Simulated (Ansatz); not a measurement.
# One shape, several levels: [NO2]+ (SMILES O=[N+]=O)

Wanted: a comparison of 6 runs (UPBE/STO-3G, r2SCAN0/STO-3G, revPBE/STO-3G, wB97X/STO-3G, MP2/STO-3G, UMP2/STO-3G) of [NO2]+. 

The results are computed with Ansatz 0.2.0.

12 further runs of the same task are left out: 10 that didn't finish, 2 set aside as unsound or not needed.

**1. The system as given**

[NO2]+: 3 atoms, total charge +1, spin state singlet. As SMILES, `O=[N+]=O`. The N2–O1 distance was set to 1.387 Å, away from the relaxed value.

Bond lengths: O1–N2 1.387 Å, N2–O3 1.110 Å. Angles: O1–N2–O3 180.0°.

**2. A single-point energy at UPBE/STO-3G (run 1)**

Input file molecule.yaml:

```yaml
crystal:
  periodic: [false, false, false]
  atoms:
    - {symbol: O, position_ang: [-0.716212, 1.158761, -0.261971]}
    - {symbol: N, position_ang: [-0.000010, -0.000010, -0.000000]}
    - {symbol: O, position_ang: [0.572990, -0.927010, 0.209580]}
basis:
  gaussian: {orbitals: STO-3G}
total_charge: 1
magnetization: {spin_polarized: true, initial_magnetization: 0}
hamiltonian: {xc: {name: PBE}}
accuracy: high
```

Started as:

```
$ ansatz run molecule.yaml --threads 1 --pin off --max-ram 3480MiB --events-out events.jsonl --progress --plain --runs-dir runs
```

What it wrote:

```text
Warning: RAYON_NUM_THREADS=1 ignored (pool sized by the plan → 1); use --threads N
Functional definition: PBE
  name "PBE"
  parameter kappa = 0.804
  parameter beta = 0.06672455060314922
  exchange = pbe_x(kappa = kappa, mu = beta*pi^2/3)
  correlation = pbe_c(beta = beta)
249 factors; integrals over basis functions are off by at most 2.5e-8 eV
mean field evaluation 1: about -5487.1491 eV, gradient 2.2e1 eV
mean field evaluation 2: about -5379.8545 eV, gradient 1.1e2 eV
mean field evaluation 4: about -5482.0077 eV, gradient 3.8e1 eV
mean field evaluation 8: about -5489.9398 eV, gradient 1.8e-1 eV
mean field -5489.94007934 eV, -201.7515767007 hartree, gradient 4.9e-8 eV, S^2 0.000000; 0 other end points of the search recorded, 0 dependent functions left out
reference -5489.94008007 eV, -201.7515767275 hartree; 11, 11 occupied and 4, 4 virtual orbitals, 249 factors
Total energy: -5489.94008007 eV, -201.7515767275 hartree
```

Run time: 0.79 s. Hardware: 1 thread of Intel Xeon Platinum 8488C (Sapphire Rapids), shared host; peak memory 0.11 GiB.

**3. The energy at r2SCAN0/STO-3G (run 2)**

Input file molecule.yaml:

```yaml
crystal:
  periodic: [false, false, false]
  atoms:
    - symbol: O
      position_ang: [-0.716212, 1.158761, -0.261971]
    - symbol: N
      position_ang: [-0.000010, -0.000010, -0.000000]
    - symbol: O
      position_ang: [0.572990, -0.927010, 0.209580]
basis:
  gaussian:
    orbitals: STO-3G
total_charge: 1
hamiltonian:
  xc: {name: r2SCAN0}
accuracy: high
```

Started as:

```
$ ansatz run molecule.yaml --threads 1 --pin off --max-ram 3480MiB --events-out events.jsonl --progress --plain --runs-dir runs
```

What it wrote:

```text
Warning: RAYON_NUM_THREADS=1 ignored (pool sized by the plan → 1); use --threads N
Functional definition: r2SCAN0
  name "r2SCAN0"
  parameter a = 0.25
  parameter k0 = 0.174
  parameter k1 = 0.065
  parameter a1 = 4.9479
  exchange = (1 - a)*r2scan_x(k0 = k0, k1 = k1, a1 = a1) + a*exact_x
  correlation = r2scan_c
249 factors; integrals over basis functions are off by at most 2.5e-8 eV
mean field evaluation 1: about -5487.7860 eV, gradient 3.7e1 eV
mean field evaluation 2: about -5413.1550 eV, gradient 1.5e2 eV
mean field evaluation 4: about -5491.1249 eV, gradient 1.4e1 eV
mean field evaluation 8: about -5491.6229 eV, gradient 1.3e-1 eV
mean field evaluation 16: about -5491.5961 eV, gradient 2.8e-6 eV
mean field -5491.59611937 eV, -201.8124350493 hartree, gradient 9.2e-9 eV, S^2 0.000000; 0 other end points of the search recorded, 0 dependent functions left out
reference -5491.59611945 eV, -201.8124350524 hartree; 11, 11 occupied and 4, 4 virtual orbitals, 249 factors
Total energy: -5491.59611945 eV, -201.8124350524 hartree
```

It took 1.6 s on 1 thread of Intel Xeon Platinum 8488C (Sapphire Rapids), shared host; peak memory 0.12 GiB.

Run 3 isn't shown in full; the table further down has it.

**4. A single-point energy at wB97X/STO-3G (run 4)**

Input file molecule.yaml:

```yaml
crystal:
  periodic: [false, false, false]
  atoms:
    - {symbol: O, position_ang: [-0.716212, 1.158761, -0.261971]}
    - {symbol: N, position_ang: [-0.000010, -0.000010, -0.000000]}
    - {symbol: O, position_ang: [0.572990, -0.927010, 0.209580]}
basis:
  gaussian: {orbitals: STO-3G}
accuracy: high
hamiltonian: {xc: {name: wB97X}}
total_charge: 1
```

Started as:

```
$ ansatz run molecule.yaml --threads 1 --pin off --max-ram 3480MiB --events-out events.jsonl --progress --plain --runs-dir runs
```

What it wrote, cut to the lines that bear on the results:

```text
Warning: RAYON_NUM_THREADS=1 ignored (pool sized by the plan → 1); use --threads N
Functional definition: wB97X
  name "wB97X"
[...]
      + exact_x_lr(omega)
[...]
      + integral(e_c_pw_opposite_spin*poly(b97_u_opposite, 1, cos1, cos2, cos3, cos4))
249 factors; integrals over basis functions are off by at most 2.5e-8 eV
108 factors; integrals over basis functions are off by at most 1.8e-9 eV
[...]
mean field -5493.40012176 eV, -201.8787309142 hartree, gradient 6.9e-8 eV, S^2 0.000000; 0 other end points of the search recorded, 0 dependent functions left out
reference -5493.40012119 eV, -201.8787308933 hartree; 11, 11 occupied and 4, 4 virtual orbitals, 249 factors
Total energy: -5493.40012119 eV, -201.8787308933 hartree
```

Wall time 3.6 s (1 thread of Intel Xeon Platinum 8488C (Sapphire Rapids), shared host); peak memory 0.18 GiB.

Run 5 isn't shown in full; the table further down has it.

**5. The energy at UMP2/STO-3G (run 6)**

Input file run.yaml:

```yaml
crystal:
  periodic: [false, false, false]
  atoms:
    - {symbol: O, position_ang: [-0.716212, 1.158761, -0.261971]}
    - {symbol: N, position_ang: [-0.000010, -0.000010, -0.000000]}
    - {symbol: O, position_ang: [0.572990, -0.927010, 0.209580]}
basis:
  gaussian: {orbitals: STO-3G}
total_charge: 1
magnetization: {spin_polarized: true}
correlation: {method: mp2, frozen_orbitals: {"N": 1, O: 1}}
accuracy: high
```

Started as:

```
$ ansatz run run.yaml --threads 1 --pin off --max-ram 3480MiB --events-out events.jsonl --progress --plain --runs-dir runs
```

What it wrote:

```text
Warning: RAYON_NUM_THREADS=1 ignored (pool sized by the plan → 1); use --threads N
[... 29 lines left out ...]
3 core orbitals not correlated: weight in the atoms' cores, before any rotation towards them, 1.000 or more for the frozen orbitals, at most 0.000 for the correlated occupied ones
[... 2 lines left out ...]
Total energy: -5472.90409235 eV, -201.1255157262 hartree
```

It took 1.7 s on 1 thread of Intel Xeon Platinum 8488C (Sapphire Rapids), shared host.

**6. Overview of the runs**

```
run           level  frozen core orbitals  energy (Eh)  wall time
  1     UPBE/STO-3G                     –  -201.751577     0.79 s
  2  r2SCAN0/STO-3G                     –  -201.812435      1.6 s
  3   revPBE/STO-3G                     –  -201.924219     0.49 s
  4    wB97X/STO-3G                     –  -201.878731      3.6 s
  5      MP2/STO-3G                     3  -201.208661     0.14 s
  6     UMP2/STO-3G                     3  -201.125516      1.7 s
```

**7. Summary of results**

| quantity | value |
| --- | --- |
| run 6: total energy | -201.12552 Eh |
| run 6: correlation energy (3 core orbitals frozen) | -167.0 mEh |
| run 6: ⟨S²⟩ of the reference determinant | 0.856 |

Totals of different functionals can't be ranked against each other. In run 5 the log says that unrestricted orbitals would lower the reference, so the values rest on an unstable closed-shell determinant (other closed-shell runs at this shape may share the fault). In runs 1, 2, 3, 4, 5, 6 the basis is minimal, so the values are rough. Spin contamination of the reference: run 6 ⟨S²⟩ = 0.86. Where it is this large, the reference is a mixture of spin states, and values that rest on it are in doubt. All runs together took 8.4 s, the longest 3.6 s.
